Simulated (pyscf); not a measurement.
This saddle point was located with ωB97X-D3(BJ)/def2-SVP in PySCF.

```xyz
6

Si     0.9570    -0.0149    -0.1759
F      0.0518     1.2795    -0.6185
H      1.6488     0.4449     1.0735
O     -0.3758    -1.1898     0.4472
H      0.3601    -1.4687    -0.5665
H     -1.2549    -0.9343     0.1184
```
Charge 0, spin multiplicity 1.

Surface: singlet, charge 0. Lowest wavenumbers (cm⁻¹): 1585i, 218, 338, 581, 713.

Problem. Which two sides does it connect, and which bonds change?

Solution. F–SiH: [singlet] + H₂O ⇌ HO–SiH₂–F, an insertion read from left to right: H–O broken and O–Si, H–Si formed. At CCSD(T)/def2-TZVPP + ΔMP2(QZVPP) it lies +49.7 kJ/mol from the left side and +360.5 kJ/mol from the right (each side as separated species at their lowest minima found). On the reactant side the descent ends in an adduct with a O–Si contact, 69.8 kJ/mol under the separated species and 105.6 kJ/mol under the saddle at ωB97X-D3(BJ)/def2-TZVP. What is counted as formed (O–Si) is already present as a longer contact in the reactant adduct; forming that adduct is a step of its own. At ωB97X-D3(BJ) the barrier from the zero used here is 35.8 kJ/mol. The same reactants have a lower exit, to HO–Si:–F [singlet] + H₂ (barrier +6.4 kJ/mol at ωB97M-D3(BJ), against +45.1 kJ/mol here). This is the saddle that the search found; another between the same sides may lie lower. The CCSD(T) − MP2 part came from Ansatz, without density fitting, on the same reference.
